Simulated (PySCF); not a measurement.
Reaction (SMILES): ClCCl → Cl[CH-]Cl + H+
B3LYP-D3(BJ)/def2-TZVP geometries, fixed; electronic energies without zero-point terms.
Largest species:
```
C
H 1 1.0832
H 1 1.0832 2 111.91
Cl 1 1.7804 2 108.02 3 118.77
Cl 1 1.7804 2 108.02 3 -118.77
```

Effect of the grid level at r2SCAN/def2-TZVP with PySCF, against the last row, where the deprotonation energy is 386.30 kcal/mol. Cost is core time over that of grids.level: 0, rough, on shared machines of one kind.

| setting | grid points, largest species | largest shift of a total energy (mEh) | shift of the deprotonation energy (kcal/mol) | cost |
|---|---|---|---|---|
| grids.level: 0 | 5576 | -48.537 | 0.015 | 1× |
| grids.level: 1 | 22760 | 2.129 | -0.014 | 1× |
| grids.level: 2 | 45448 | -0.389 | -0.012 | 2× |
| grids.level: 3 | 71496 | -0.102 | 0.001 | 2× |
| grids.level: 4 | 117408 | 0.044 | 0.002 | 3× |
| grids.level: 5 | 176160 | 0.017 | 0.001 | 4× |
| grids.level: 7 | 357536 | 0.000 | 0.000 | 6× |

Within 0.02 kcal/mol in the deprotonation energy: grids.level: 0; grids.level: 1; grids.level: 2; grids.level: 3; grids.level: 4; grids.level: 5. The largest shift is 48.537 mEh in a total energy and 0.015 kcal/mol in the difference.
